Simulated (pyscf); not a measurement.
## H₃Si–SiH₃, singlet

Gas-phase minimum from PySCF at ωB97X-D3(BJ)/def2-SVP, one conformer. 

```
Si
H 1 1.4928
H 1 1.4928 2 108.82
H 1 1.4928 2 108.82 3 118.45
Si 1 2.3356 2 110.11 4 120.78
H 5 1.4928 1 110.11 2 179.80
H 5 1.4928 6 108.82 1 -120.78
H 5 1.4928 6 108.82 7 -118.45
```

Properties at ωB97X-D3(BJ)/def2-SVP:

```
Quantity                                                                                                                                                                                                            Result
---------------------------------------------------------------------------------------------------------------------  ---------------------------------------------------------------------------------------------------
Harmonic wavenumbers, unscaled                                                                                         132, 374, 374, 452, 640, 640, 858, 930, 948, 948, 962, 962, 2239, 2247, 2247, 2249, 2256, 2256 cm⁻¹
Zero-point energy                                                                                                                                                                                            31.0 kcal/mol
Rotational symmetry number                                                                                                                                                                                               6
Entropy of this conformer at 298 K and 1 atm, rigid rotor and harmonic oscillator, modes under 100 cm⁻¹ raised to 100                                                                                      273.2 J/(mol K)
Dipole moment                                                                                                                                                                                                       0.00 D
```

Single-point totals, which compare only within one level (frozen core for MP2 and CC):

```
level                   total energy (hartree)
----------------------  ----------------------
ωB97X-D3(BJ)/def2-TZVP              -582.65558
PBE/def2-TZVP                       -582.27280
r²SCAN/def2-TZVP                    -582.53030
B3LYP-D3(BJ)/def2-TZVP              -582.65175
PBE0-D3(BJ)/def2-TZVP               -582.34276
M06-2X/def2-TZVP                    -582.53080
ωB97M-D3(BJ)/def2-TZVP              -582.66718
HF/def2-TZVPP                       -581.36509
MP2/def2-TZVPP                      -581.63011
CCSD/def2-TZVPP                     -581.68054
CCSD(T)/def2-TZVPP                  -581.68995
```

Soft torsions are taken as harmonic, which can shift the entropy by several J/(mol K). The CCSD(T) − MP2 part came from Ansatz, without density fitting, on the same reference.
